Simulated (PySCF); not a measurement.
fluorine cation (F2), SMILES FF (connectivity only; charge and spin as stated), charge +1, multiplicity 2.

Geometry: PBE-D3(BJ)/def2-TZVPD. The spin state was assumed, not searched.

All values below come from PBE-D3(BJ)/def2-TZVPD in PySCF 2.14.0.

No scaling factor is applied to the harmonic values.

Computed normal modes with their intensities:
```
mode  ν (cm⁻¹)  IR (km/mol)  moving atoms (share of kinetic energy)
----  --------  -----------  --------------------------------------
1         1151          0.0                                 F 100 %
```
